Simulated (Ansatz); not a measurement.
Start from `CS[SiH3]` and change one atom or group to get `[Li][S]C`.

Ansatz, PBE0-D4/def2-TZVP geometries, multiplicity 1. 

```csv
property,`CS[SiH3]`
size of the dipole moment (ωB97M-V/def2-TZVPP) / D,1.38
zero-point energy (PBE0-D4/def2-TZVP) / kJ/mol,167.6
HOMO–LUMO gap (PBE0/def2-TZVPP) / eV,7.11
HOMO–LUMO gap (ωB97M-V/def2-TZVPP) / eV,11.01
"ideal-gas entropy at 298 K and 1 bar (rigid rotor, harmonic PBE0-D4/def2-TZVP) / J/(mol·K)",312
HOMO energy (PBE0/def2-TZVPP) / eV,-6.95
```

(1) Give the same properties after the change, and the shifts. (Estimate.)

Answers

(1) Computed: 
| property | `[Li][S]C` | shift |
| --- | --- | --- |
| size of the dipole moment (ωB97M-V/def2-TZVPP) / D | 6.55 | 5.17 |
| zero-point energy (PBE0-D4/def2-TZVP) / kJ/mol | 101.5 | -66.1 |
| HOMO–LUMO gap (PBE0/def2-TZVPP) / eV | 3.83 | -3.28 |
| HOMO–LUMO gap (ωB97M-V/def2-TZVPP) / eV | 6.56 | -4.45 |
| ideal-gas entropy at 298 K and 1 bar (rigid rotor, harmonic PBE0-D4/def2-TZVP) / J/(mol·K) | 293 | -19 |
| HOMO energy (PBE0/def2-TZVPP) / eV | -5.11 | 1.84 |

With PBE0 the HOMO rises by 1.84 eV and the LUMO falls by 1.44 eV, so the gap narrows by about 3.28 eV. PBE moves the HOMO by 1.73 eV and ωB97M-V by 1.86 eV. The zero-point energy changes by -66.1 kJ/mol with -9 modes. Dipoles are sizes alone; their direction can turn. Modes under 60 cm⁻¹, often nearly free rotors, make the harmonic entropy too high.
